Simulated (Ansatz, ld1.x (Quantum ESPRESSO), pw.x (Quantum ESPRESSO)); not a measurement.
lithium: one change to the RRKJ potential, in the atom and in the bcc crystal

* Element: lithium (Li)
* Generator: ld1.x (Quantum ESPRESSO) 7.5
* Type: norm-conserving RRKJ (Kleinman–Bylander form)
* Functional: PBE
* Relativity: scalar-relativistic
* Frozen core: [He]
* Valence charge: 1
* Reference configuration: 2s1 2p0
* Partial waves: 2p (bound, empty): rc 4.20 bohr; 3d channel at 0.25 Ry: rc 3.60 bohr; 2s (bound): rc 3.50 bohr
* Local potential: the s channel
* Core correction: none
* rho0: 0.02

Change: all radii scaled by about 1.08 (s 3.76, p 4.52, d 3.88 bohr).

Cutoffs, loose and tight: the cutoffs (Ry, on a coarse ladder) from which the occupation-weighted sum of valence levels, in a spherical-Bessel basis at the reference potential, stays within 10 and 1 mRy of its value at 400 Ry. They do not see the model core or the augmentation charge, which bear on the density cutoff. Test errors are all-electron minus pseudo excitation energies from the reference, over the configurations 2s0.5 2p0; 2s0 2p1; variants that change the core or the reference have their own tests.

Crystal test: bcc Li in pw.x 7.5, no spin, 13³ k-points, Fermi–Dirac smearing 0.01 Ry, cutoffs set for each file from its atomic test. The reference is all-electron LAPW (Ansatz 0.2.0) with the same functional, mesh and smearing; V0 and B0 come from Birch–Murnaghan fits to the pressures at five volumes. Errors are pseudo minus all-electron; Δ is the rms difference of the E(V) curves that follow from these fits, minima aligned, over ±6 % about the mean V0. Mesh and smearing are coarse, so the numbers serve the comparison and aren't converged zero-temperature values; the lattice is a test structure that the element need not adopt.

All-electron: a0 = 3.436 Å (V0 = 20.29 Å³/atom), B0 = 13.8 GPa.

Does the change bring the crystal closer to the all-electron result?

The mean pressure error goes from -1.24 to -1.65 GPa, so the change moves the solid further from the all-electron pressures. Neither pressure curve crosses zero within the volumes sampled, so no fits are given.

| quantity | base | changed |
| --- | --- | --- |
| outcome (atom) | generated | generated |
| cutoff, loose (atom) | 6 Ry | 6 Ry |
| cutoff, tight (atom) | 6 Ry | 6 Ry |
| bound ghosts (atom) | none | none |
| largest test error (meV) (atom) | +4.4 | +4.1 |
| cutoffs in pw.x (Ry) | 35/140 | 35/140 |
| mean pressure error (GPa) | -1.24 | -1.65 |

Base: The largest radius (4.20 bohr) exceeds half the bond length (2.82 bohr), so the spheres overlap, which is one possible source of error among others. This is a poor potential for the solid. The atomic tests give no hint of an error of this size, and its cause was not traced. Changed file: The largest radius (4.52 bohr) exceeds half the bond length (2.82 bohr), so the spheres overlap, which is one possible source of error among others. This is a poor potential for the solid. The atomic tests give no hint of an error of this size, and its cause was not traced. The atomic cutoffs weigh occupied waves only.
